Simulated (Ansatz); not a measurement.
Task: a ladder of methods at one geometry of C3H6OS, SMILES CC1(O)CS1, with Ansatz 0.2.0, Python API. Give the script and its output. Level of theory (for the species named): r2SCAN, cc-pVDZ basis, multiplicity 1. The script varies functional: r2scan, hse06, lda, lc_wpbe.

Contents of `c3h6os.xyz`:
```text
11

C    -0.96250   -0.93010    0.11730
C     0.11710    0.07370    0.24340
O     0.99750   -0.23620    1.29160
C     0.79350    0.73270   -0.97130
S    -0.20330    1.75030    0.04500
H    -1.60150   -0.90490    1.02610
H    -0.59790   -1.89010   -0.08060
H    -1.64660   -0.61210   -0.72640
H     1.10380    0.54160    1.94890
H     1.78960    0.90040   -0.95670
H     0.27560    0.51760   -1.91670
```

`methods_c3h6os.py`
```python
"""C3H6OS at several levels of theory."""

from pathlib import Path

import ansatz as az
import numpy as np


def main() -> None:
    geometry = az.Crystal.molecule_from_extxyz("c3h6os.xyz")

    model = geometry.calculation().basis(gaussian="cc-pVDZ")

    print("functional    E (Ha)        dipole (D)   HOMO (eV)  LUMO (eV)")
    for name in ["r2scan", "hse06", "lda", "lc_wpbe"]:
        data = model.functional(name).forces().orbitals().run(threads=1, pin="off", runs_dir="runs").report
        lines = Path(data["orbitals_path"]).read_text().splitlines()
        field_of = lambda key: [line.split("=")[1].strip() for line in lines if line.startswith(key)]
        orbitals = [(27.211386 * float(e), s, float(n)) for e, s, n in zip(field_of("Ene="), field_of("Spin="), field_of("Occup="))]
        homo = max(e for e, _, n in orbitals if n > 0.5)
        lumo = min(e for e, _, n in orbitals if n < 0.5)
        dipole = 4.803205 * np.linalg.norm(data["charge_distribution"]["dipole_moment_e_ang"])
        print(f"{name:10s} {data['free_energy_ev'] / 27.211386246:14.6f} {dipole:9.3f} {homo:11.3f} {lumo:10.3f}")


if __name__ == "__main__":
    main()
```

Running `python methods_c3h6os.py` prints:
```text
functional    E (Ha)        dipole (D)   HOMO (eV)  LUMO (eV)
r2scan        -591.174972     0.400      -5.591     -0.161
hse06         -590.934749     0.363      -6.206      0.229
lda           -588.289051     0.285      -5.384     -0.543
lc_wpbe       -591.077022     0.362      -9.386      2.982
```

Caveats:
- Total energies depend on the basis set; only differences at equal settings carry meaning.
- The geometry is a force-field or estimated start, not a minimum of this method, and the basis set is short of its limit. A lower total doesn't mark the better method: functionals have no common bound, and MP2 and coupled cluster aren't variational.
- Levels such as HOMO and LUMO are orbital energies: with these approximate functionals they aren't the ionisation energy and electron affinity, and their gap isn't the fundamental gap.
- For Al to Cl the sets with a tight d function, cc-pV(X+d)Z, are usual.
- hse06 follows the composition of plane-wave codes, whose totals differ by tens of mHa, up to about 0.1 Ha, from the form usual in Gaussian-basis programs (wpbeh).
- Hardware and time: 17 s on 1 thread of Arm Neoverse V2, with other jobs on the host, peak memory 0.3 GiB.
